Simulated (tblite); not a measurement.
# CH7NS: the cost of one run

Computed with tblite 0.8.0 and PySCF 2.14.0; each step states its level. No surroundings beyond the atoms listed, unless a continuum is named. Atoms count from 0, parts from 1.

## 1. The system as given

10 atoms, charge 0, multiplicity 1; geometry: rigid parts in contact. Parts: 1 = atoms 0–2, `S`, charge 0; 2 = atoms 3–9, `CN`, charge 0.

## 2. Docking the parts with GFN2-xTB

Job settings and geometry (Å):

```
{"job": {"kind": "dock", "xc": "GFN2-xTB", "basis": "xTB"}, "charge": 0, "multiplicity": 1, "parts": [{"atoms": "0-2", "charge": 0, "multiplicity": 1}, {"atoms": "3-9", "charge": 0, "multiplicity": 1}]}
S      0.004011     0.612356     0.004759
H     -0.959435    -0.299830     0.000073
H      0.955424    -0.312526    -0.004832
C      0.461129    -2.426629     0.871332
N      1.854772    -2.285448     0.487222
H      0.213456    -1.635419     1.578160
H     -0.157894    -2.300903    -0.016198
H      0.211997    -3.393181     1.332800
H      2.110210    -3.007486    -0.178519
H      2.454162    -2.390957     1.299149
```

With the program's defaults for keys left out, this is: GFN2-xTB search for minima from random contacts, gas phase.

Launch:

```sh
$ OMP_NUM_THREADS=1 python cluster_run.py task.json out
```

This one command runs all jobs of the session in turn.

**Question.** How long does this first job take on 1 thread of Intel Xeon Platinum 8488C, shared host?

About 4.2 s.
